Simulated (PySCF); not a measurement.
# Nuclear quadrupole coupling in `C=C=CCCl`

Compound: C4H5Cl.
Structure used (PBE0-D3(BJ)/def2-SVP), in Å, numbered top down from 1:
```xyz
10
C4H5Cl angstrom
C      2.135    0.130   -0.114
C      0.893   -0.251    0.026
C     -0.356   -0.625    0.168
C     -1.508    0.322    0.120
Cl    -2.677   -0.138   -1.166
H      2.736    0.441    0.748
H      2.614    0.146   -1.099
H     -0.586   -1.684    0.341
H     -2.074    0.311    1.062
H     -1.177    1.348   -0.086
```

Field gradients from the PBE0/pcSseg-1 density (PySCF, non-relativistic), principal values in atomic units, ordered |Vxx| ≤ |Vyy| ≤ |Vzz|:

```tsv
atom	Vxx	Vyy	Vzz
Cl5	-1.9401	-2.0713	4.0114
```

Q: Find the asymmetry η = (Vxx − Vyy)/Vzz and the couplings χ = eQV/h (234.96 MHz × Q in barn × V in au), with Q(35Cl) = −0.0817 b.

A: 
| atom | environment | nucleus | η | χzz (MHz) | χxx (MHz) | χyy (MHz) |
| --- | --- | --- | --- | --- | --- | --- |
| Cl5 | alkyl chlorine | 35Cl | 0.03 | -77.01 | 37.24 | 39.76 |

The gradient is axial or nearly so (η below 0.05) at Cl5. The tensor is traceless: Vxx + Vyy + Vzz = 0.

Q: What is Vzz at Cl5 in SI units (1 au = 9.71736 × 10²¹ V/m²)?

A: 4.0114 au = 38.980 × 10²¹ V/m².

Q: What couplings would deuterons (Q(2H) = 0.00286 b) have in place of the hydrogens, at this geometry?

A: 
```
atom  bonded to  bond length (Å)  Vzz (au)     η  χzz (kHz)
  H6         C1            1.095    0.3042  0.06        204
  H7         C1            1.095    0.3039  0.06        204
  H8         C3            1.097    0.2974  0.09        200
  H9         C4            1.100    0.2829  0.04        190
 H10         C4            1.097    0.2852  0.05        192
```

Geometry: PBE0-D3(BJ)/def2-SVP, one conformer, isolated molecule. With a basis this small, the couplings can be 20 % off.
